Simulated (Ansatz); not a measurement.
AlFHS, SMILES [F][Al][SH], a rigid scan of one bond angle

Computed with the Python package of Ansatz (0.2.0).

Notebook, run cell by cell (the value of a cell's last expression is shown):

```python
import ansatz
from ase import Atoms
```

```python
atoms = Atoms(["F", "Al", "S", "H"], positions=[
    (-2.0369, 0.0736, 0.6984),
    (-0.3628, 0.6214, 0.7728),
    (0.9892, 0.2498, -0.9986),
    (1.4661, -1.0052, -0.4929),
])
```

```python
# start the scan from a relaxed geometry
first = (
    ansatz.Crystal.molecule_from_ase(atoms).calculation()
    .basis(gaussian="cc-pVDZ")
    .functional("hf")
    .spin("collinear", total=1)
    .relax(force_tolerance=0.02, max_steps=80)
)
atoms.positions = first.run().report["positions_ang"]

rows = []
for angle in [90, 100, 110, 120, 135, 150, 165, 179]:
    bent = atoms.copy()
    bent.set_angle(1, 2, 3, angle, indices=[3])
    model = (
        ansatz.Crystal.molecule_from_ase(bent).calculation()
        .basis(gaussian="cc-pVDZ")
        .functional("hf")
        .spin("collinear", total=1)
    )
    rows.append((angle, model.run().report["free_energy_ev"]))
floor = min(e for _, e in rows)
for angle, e in rows:
    print(f"angle Al1-S2-H3 = {angle:3d} deg   {1000 * (e - floor):9.1f} meV")
```

    angle Al1-S2-H3 =  90 deg         1.8 meV
    angle Al1-S2-H3 = 100 deg         0.0 meV
    angle Al1-S2-H3 = 110 deg        89.8 meV
    angle Al1-S2-H3 = 120 deg       256.4 meV
    angle Al1-S2-H3 = 135 deg       606.6 meV
    angle Al1-S2-H3 = 150 deg       996.6 meV
    angle Al1-S2-H3 = 165 deg      1315.3 meV
    angle Al1-S2-H3 = 179 deg      1446.7 meV

Notes:
- The scan is rigid, and the energies are electronic, in a modest basis. The zero is the lowest point of the grid, which needn't be the minimum.
- The species is open-shell (spin multiplicity 2).
- Wall time of the script: 14 s on 1 thread of Arm Neoverse V2, with other jobs on the host, peak memory 0.19 GiB.
